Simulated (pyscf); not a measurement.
Optimised with ωB97X-D3(BJ)/def2-SVP in PySCF. Correlated levels are frozen-core, on RHF or UHF. ΔMP2 is the change of the MP2 total energy from the triple- to the quadruple-zeta basis.

Question: `[I]` [doublet] + `[SiH4]` -> `[SiH3][I]` + `[H]` [doublet]
Surface: doublet. Broken: H–Si. Formed: I–Si. Give ΔE‡ and ΔE from CCSD(T)/def2-TZVPP + ΔMP2(QZVPP), relative to the separated reactants.

Answer: ΔE‡ = 87.9 kJ/mol, ΔE = +59.4 kJ/mol. Zero-point energy shifts the barrier by -9.4 kJ/mol. It is a substitution at Si, with an imaginary mode of 531i cm⁻¹. This is the saddle that the search found; another between the same sides may lie lower. The angle at the attacked Si is 157°. The CCSD(T) − MP2 part came from Ansatz, without density fitting, on the same reference. The frozen core leaves the outer d or s,p core shells of the metals and heavy elements correlated in the MP2 and CC values, and def2-TZVPP describes them poorly, which can shift differences by a few kcal/mol. Left out: the spin-orbit lowering of I, which is large for Br, Se, Te and I. Elements past Kr carry the def2 core potentials, without spin-orbit coupling.
